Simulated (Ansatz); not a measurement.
# C2H6N: the cost of one run

Program: Ansatz 0.2.0. Level of theory: UKS PBE0/def2-SVP. These are calculated values, not measurements.

### 1 Starting point

Bond lengths: C1–N2 1.441 Å, N2–C3 1.434 Å, C1–H4 1.050 Å, C1–H5 1.139 Å, N2–H6 1.037 Å, C3–H7 1.061 Å, C3–H8 1.157 Å, C3–H9 1.154 Å. Angles: C1–N2–C3 109.1°, C1–N2–H6 112.8°, C3–N2–H6 112.2°, N2–C1–H4 125.2°, N2–C1–H5 119.5°, H4–C1–H5 114.9°, N2–C3–H7 115.2°, N2–C3–H8 111.2°, N2–C3–H9 108.7°, H7–C3–H8 108.6°, H7–C3–H9 107.9°, H8–C3–H9 104.6°.

As a file:

```xyz
9

C    -0.5959    0.6176   -0.9924
N    -0.3394    0.4618    0.4171
C     0.4100   -0.7423    0.6264
H    -0.7435   -0.1694   -1.6719
H    -0.7839    1.6577   -1.4156
H     0.1244    1.2892    0.8355
H    -0.0655   -1.6328    0.2984
H     1.4531   -0.6765    0.1309
H     0.6291   -0.8516    1.7545
```

### 2 Relaxing end A

File input.yaml:

```yaml
crystal:
  periodic: [false, false, false]
  atoms:
    - { symbol: C, position_ang: [-0.5959, 0.6176, -0.9924] }
    - { symbol: "N", position_ang: [-0.3394, 0.4618, 0.4171] }
    - { symbol: C, position_ang: [0.41, -0.7423, 0.6264] }
    - { symbol: H, position_ang: [-0.7435, -0.1694, -1.6719] }
    - { symbol: H, position_ang: [-0.7839, 1.6577, -1.4156] }
    - { symbol: H, position_ang: [0.1244, 1.2892, 0.8355] }
    - { symbol: H, position_ang: [-0.0655, -1.6328, 0.2984] }
    - { symbol: H, position_ang: [1.4531, -0.6765, 0.1309] }
    - { symbol: H, position_ang: [0.6291, -0.8516, 1.7545] }
magnetization:
  spin_polarized: true
  initial_magnetization: 1
basis:
  gaussian: { orbitals: def2-SVP }
hamiltonian:
  xc: pbe0
relax:
  f_tol: 0.015
  max_steps: 40
```

Launch:

```
ansatz run input.yaml --threads 1 --pin off --max-ram 2048MiB --backend cpu --events-out ev --progress --plain --runs-dir out
```

**Question.** How long does this run take on 1 thread of an Arm CPU, shared host, and how much memory does it need?

About 24 s, with a peak of 0.16 GiB.
